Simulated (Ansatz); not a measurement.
**AlSiH (singlet): from Hartree-Fock to the top rungs at distance Si1–Al2 = 3.814 Å, 6-31G**

How much of the correlation energy of AlSiH (singlet) does each wave-function method recover here?

The runs use Ansatz 0.2.0, Gaussian basis; 6-31G, core rule «outside noble gas», up to 10 orbitals frozen.

To be run: UHF; CCSD(T) on RHF; CCSD(T) on UHF; BCCD(T) on RHF; CISD; CCSDT(Q) on RHF; CCSDT(Q) on UHF; CISDTQ; CCSDTQ on RHF; CASSCF and MRCISD+Q, 2 electrons in 2 orbitals; CASSCF and NEVPT2, 2 electrons in 2 orbitals; CASSCF and MRCISD+Q, 8 electrons in 9 orbitals; CASSCF and NEVPT2, 8 electrons in 9 orbitals; Full CI.

24 further runs of the same task are left out: 3 for a known fault of the program, 1 for a mislabelled method, 16 that didn't finish, 4 set aside as unsound or not needed.

### Step 1. What is computed

The geometry derives from a PBE0/def2-TZVP stationary point (not a proven minimum). One bond is set to the value named and the two fragments are kept rigid.

3 atoms, charge 0, spin multiplicity 1.

Atoms are counted from 1 here; the program's logs count them from 0.

Bond lengths: Al2–H3 1.595 Å.

### Step 2. UHF

The input, in.yaml:

```yaml
crystal:
  periodic: [false, false, false]
  atoms:
    - {symbol: Si, position_ang: [0.000000, 0.000000, -3.074269]}
    - {symbol: Al, position_ang: [0.000000, 0.000000, 0.739731]}
    - {symbol: H, position_ang: [0.000000, 0.000000, 2.334537]}
basis:
  gaussian: {orbitals: 6-31G}
magnetization: {spin_polarized: true, initial_magnetization: 0}
hamiltonian: {xc: hf}
output: {orbitals: {seedname: orbitals}}
```

On the command line:

```
$ ansatz run in.yaml --threads 1 --pin off --events-out ev --progress --plain --max-ram 2393MiB
```

After this run come: CCSD(T) on RHF; CCSD(T) on UHF; BCCD(T) on RHF; CISD; CCSDT(Q) on RHF; CCSDT(Q) on UHF; CISDTQ; CCSDTQ on RHF; CASSCF and MRCISD+Q, 2 electrons in 2 orbitals; CASSCF and NEVPT2, 2 electrons in 2 orbitals; CASSCF and MRCISD+Q, 8 electrons in 9 orbitals; CASSCF and NEVPT2, 8 electrons in 9 orbitals; Full CI.

Before running them: what should the planned runs give, taken together? Wanted: FCI below the RHF energy; RMP2 from FCI; RCCSD from FCI; RCCSD(T) from FCI; RCCSDT(Q) from FCI; NEVPT2 pair from FCI; MRCISD+Q pair from FCI; NEVPT2 valence from FCI; T1 diagnostic.

The runs gave:

| quantity | value |
| --- | --- |
| FCI below the RHF energy | -2.5842 eV |
| RMP2 from FCI | +25.70 kcal/mol |
| RCCSD from FCI | +4.27 kcal/mol |
| RCCSD(T) from FCI | +2.88 kcal/mol |
| RCCSDT(Q) from FCI | +0.32 kcal/mol |
| NEVPT2 pair from FCI | +18.84 kcal/mol |
| MRCISD+Q pair from FCI | +0.22 kcal/mol |
| NEVPT2 valence from FCI | +6.49 kcal/mol |
| levels within 1 kcal/mol (43 meV) | RCCSDT(Q), RCCSDTQ, MRCISD+Q pair, MRCISD+Q valence |
| T1 diagnostic | 0.039 |
| effectively unpaired electrons | 2.22 |

What this shows: RCCSD(T) misses by +2.88 kcal/mol, 4.8 % of the correlation energy. The occupations show strong static correlation (2.2 unpaired electrons where one determinant has 0). Coupled cluster on one determinant still stays close here. Of the multireference levels listed MRCISD+Q pair comes nearest in total energy (+0.22 kcal/mol), which doesn't show that its space is the better one. These misses are within one basis, not against nature.
